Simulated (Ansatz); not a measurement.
in.yaml

```yaml
crystal:
  periodic: [false, false, false]
  atoms:
    - {symbol: F, position_ang: [0.084376, 0.005225, 1.480421]}
    - {symbol: B, position_ang: [-0.080498, 0.013599, 0.211694]}
    - {symbol: Si, position_ang: [-0.003878, -0.018825, -1.692115]}
basis:
  gaussian: {orbitals: cc-pVDZ}
magnetization: {spin_polarized: true, initial_magnetization: 2}
correlation: {method: ccsd_t, electrons: outside_noble_gas}
```

```sh
$ ansatz run in.yaml --threads 1 --pin off --events-out ev --progress --plain --max-ram 2393MiB
```

The program prints:

```
445 factors; integrals over basis functions are off by at most 1.0e-3 eV
mean field evaluation 1: about -11237.5683 eV, gradient 1.4e1 eV
mean field evaluation 2: about -11237.6388 eV, gradient 1.4e1 eV
mean field evaluation 4: about -11238.7646 eV, gradient 2.1e0 eV
mean field evaluation 8: about -11238.8316 eV, gradient 3.3e-1 eV
mean field evaluation 16: about -11238.8349 eV, gradient 3.6e-6 eV
mean field evaluation 32: about -11236.3061 eV, gradient 9.4e-1 eV
mean field evaluation 64: about -11236.3866 eV, gradient 7.8e-1 eV
mean field evaluation 96: about -11236.4134 eV, gradient 5.5e-1 eV
mean field -11238.83485625 eV, -413.0195630114 hartree, gradient 3.6e-6 eV, S^2 2.030530; 2 other end points of the search recorded, 0 dependent functions left out
determinant -11238.83485625 eV, -413.0195630114 hartree, with singles and doubles -11248.01191573 eV, -413.3568137268 hartree
determinant -11236.58052435 eV, -412.9367178421 hartree, with singles and doubles -11245.64472687 eV, -413.2698211408 hartree
determinant -11236.53128881 eV, -412.9349084692 hartree, with singles and doubles -11245.53747837 eV, -413.2658798309 hartree
7 core orbitals not correlated: weight in the atoms' cores, before any rotation towards them, 1.000 or more for the frozen orbitals, at most 0.000 for the correlated occupied ones
reference -11238.83485625 eV, -413.0195630114 hartree; 8, 6 occupied and 31, 33 virtual orbitals, 445 factors
second order -8.49110878 eV of doubles, -0.00000000 eV of singles
cycle   1  -9.17760221 eV  change   -5.4e-4 eV  update   1.3e-3
cycle   2  -9.17764285 eV  change   -4.1e-5 eV  update   8.6e-4
cycle   3  -9.17773450 eV  change   -9.2e-5 eV  update   5.1e-4
cycle   4  -9.17781554 eV  change   -8.1e-5 eV  update   2.0e-4
cycle   5  -9.17806629 eV  change   -2.5e-4 eV  update   1.2e-4
cycle   6  -9.17810243 eV  change   -3.6e-5 eV  update   7.2e-5
cycle   7  -9.17800173 eV  change    1.0e-4 eV  update   3.1e-5
cycle   8  -9.17798924 eV  change    1.2e-5 eV  update   1.1e-5
perturbative correction -0.27069692 eV, -0.0099479284 hartree
Total energy: -11248.28354241 eV, -413.3667958231 hartree
```

For the same geometry and basis UCCSDT(Q) lies 61.7 meV lower.

Ran on 1 thread of Arm Neoverse N1, shared host: 5.5 s wall, 0.12 GiB peak host memory.
